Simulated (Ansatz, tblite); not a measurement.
# The cluster Au3+: rung by rung

Aim: run the singlet of the cluster Au3+ at one geometry on many levels, and compare frontier levels, spin and run time.

The runs use Ansatz 0.2.0, Gaussian basis; as each input shows.

Levels to be run: GFN1-xTB, GFN2-xTB, PBE-D4/def2-TZVP, r2SCAN-D4/def2-TZVP, HSE06-D4/def2-TZVP, B3LYP-D4/def2-TZVP, PBE-QIDH/def2-TZVP, ωB97M-V/def2-TZVP, HF/def2-TZVP, PBE-D4/def2-SVP, PBE0-D4/def2-SVP, CCSD(T)/def2-TZVP, RPA/def2-TZVP.

## (1) The geometry

The geometry is that of the singlet, from an earlier relaxation (PBE0-D4/def2-TZVP). At that level it is the lowest of the isomers that a small search found.

3 atoms, charge 1, spin multiplicity 1.

Bond lengths: Au1–Au2 2.640 Å, Au1–Au3 2.640 Å, Au2–Au3 2.640 Å. Angles: Au2–Au1–Au3 60.0°, Au1–Au2–Au3 60.0°, Au1–Au3–Au2 60.0°.

Coordinates:

```xyz
3
charge 1, multiplicity 1
Au    0.8913    1.0559    0.6435
Au   -0.9737   -0.8005    0.8571
Au    0.0824   -0.2554   -1.5005
```

Au takes a core potential in the def2 sets. No spin-orbit coupling is included. The ion is computed in the gas phase, without counter-ions or solvent.

PBE0-D4/def2-TZVP was run before; its log isn't repeated, and its numbers join the tables.

## (2) GFN1-xTB

Tight binding, by tblite at 300 K electronic temperature and without a spin-polarisation term:

```python
tblite.interface.Calculator('GFN1-xTB', numbers, positions, charge=1, uhf=0).singlepoint()
```

Energy -309.2201 eV, HOMO -17.28 eV, LUMO -16.63 eV; 0.003 s.

## (3) GFN2-xTB

Tight binding, by tblite at 300 K electronic temperature and without a spin-polarisation term:

```python
tblite.interface.Calculator('GFN2-xTB', numbers, positions, charge=1, uhf=0).singlepoint()
```

Energy -305.2629 eV, HOMO -15.98 eV, LUMO -12.34 eV; 0.002 s.

## (4) PBE-D4/def2-TZVP

start.molden holds the orbitals of an earlier run on this state, given as this run's starting guess.

Contents of in.yaml:

```yaml
crystal:
  periodic: [false, false, false]
  atoms:
    - {symbol: Au, position_ang: [0.891317, 1.055932, 0.643451]}
    - {symbol: Au, position_ang: [-0.973699, -0.800542, 0.857051]}
    - {symbol: Au, position_ang: [0.082382, -0.255390, -1.500502]}
basis:
  gaussian: {orbitals: def2-TZVP, initial_orbitals: start.molden}
total_charge: 1
hamiltonian: {xc: pbe, dispersion: d4}
scf: {omitted_lower_state_checks: [starts]}
output: {orbitals: {seedname: orbitals}}
```

The run is started by

```sh
> ansatz run in.yaml --threads 4 --pin off --events-out ev --progress --plain --max-ram 3916MiB
```

Further steps of the session: r2SCAN-D4/def2-TZVP; HSE06-D4/def2-TZVP; B3LYP-D4/def2-TZVP; PBE-QIDH/def2-TZVP; ωB97M-V/def2-TZVP; HF/def2-TZVP; PBE-D4/def2-SVP; PBE0-D4/def2-SVP; CCSD(T)/def2-TZVP; RPA/def2-TZVP.

**Question.** What will the summary of the whole plan be? Wanted: gap in def2-TZVP, named functionals and Hartree-Fock, smallest and largest; correlation energy, CCSD(T)/def2-TZVP; PBE0 total energy, smallest basis above largest.

As calculated:

```
                                                                  quantity                           value
gap in def2-TZVP, named functionals and Hartree-Fock, smallest and largest  2.22 eV (PBE-D4), 9.30 eV (HF)
                                     correlation energy, CCSD(T)/def2-TZVP                       -31.55 eV
                           PBE0 total energy, smallest basis above largest   0.58 eV (def2-SVP, def2-TZVP)
```

What this shows: Orbital gaps of the named functionals and Hartree-Fock in def2-TZVP span 2.22 eV (PBE-D4) to 9.30 eV (HF); exact exchange widens it.
